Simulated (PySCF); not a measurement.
Working out the ionisation energy of Si

Si [Ne] 3s2 3p2 (3P) → Si⁺ [Ne] 3s2 3p1 (2P). All numbers are calculated (PySCF 2.14, scalar relativity by spin-free X2C-1e, in aug-cc-pVDZ-DK (5s4p2d, 27 functions)). Frozen: [Ne]. Energies in hartree (1 hartree = 27.21139 eV):

```
            part   Si (lower)  Si⁺ (upper)
             UHF  -289.452928  -289.172159
CCSD correlation    -0.065980    -0.053443
             (T)    -0.001281    -0.000678
```

What does Hartree-Fock give?

(-289.172159) − (-289.452928) = 0.280769 hartree = 7.640 eV.

What do CCSD and CCSD(T) give?

The CCSD correlation energies differ by 0.012537 hartree = 0.341 eV and the triples by 0.000603 hartree = 0.016 eV, so CCSD gives 7.981 eV and CCSD(T) 7.997 eV.

Measured between the centres of the two terms (NIST): 8.157 eV, so CCSD(T) (valence) is off by -0.160 eV.

A double-zeta basis recovers only part of the correlation energy.

What remains against the reference includes basis incompleteness, the frozen core and higher excitations.
